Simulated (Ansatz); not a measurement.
**Worked example: correlation energy of H3C–S, doublet**

Geometry: displaced at random from a stationary point.

```xyz
5

C     0.1093   -0.0014    1.1824
S    -0.0485    0.0070   -0.5879
H     1.0718   -0.0254    1.4988
H    -0.3633    0.8176    1.6088
H    -0.4664   -0.9981    1.5059
```

Basis cc-pVDZ; Ansatz 0.2.0. Correlated methods freeze the noble-gas cores, which leaves 13 electrons in 41 orbitals. Prefix R: restricted or restricted open-shell reference; prefix U: unrestricted.

Full CI isn't at hand for all of this; UCCSDT(Q) serves as the reference, and is uncertain by about the last step of the cluster series.

Runs differ by some tens of microhartree through their thresholds and, for an open shell, their frozen cores, so steps under 0.03 kcal/mol mean nothing.

```
    level  total energy (hartree)
      UHF             -437.110402
     UMP2             -437.364358
    UCCSD             -437.398180
 UCCSD(T)             -437.405276
   UCCSDT             -437.405963
UCCSDT(Q)             -437.406415
```

Q: What is the correlation energy at UCCSDT(Q), and what share of it do UMP2 and UCCSD recover?

A: E(corr) = -437.406415 − (-437.110402) = -0.296013 hartree = -8.055 eV. UMP2: -0.253956 / -0.296013 = 85.79 %. UCCSD: -0.287778 / -0.296013 = 97.22 %.

Q: By how many kcal/mol does UCCSD(T) miss UCCSDT(Q) (1 hartree = 627.509 kcal/mol), and which steps make up the rest?

A: -437.405276 − (-437.406415) = 0.001139 hartree = 0.71 kcal/mol. Steps: UCCSDT − UCCSD(T) = -0.43, UCCSDT(Q) − UCCSDT = -0.28 kcal/mol. That is within 1 kcal/mol of the reference in this basis, which itself misses far more of the correlation at the basis-set limit.
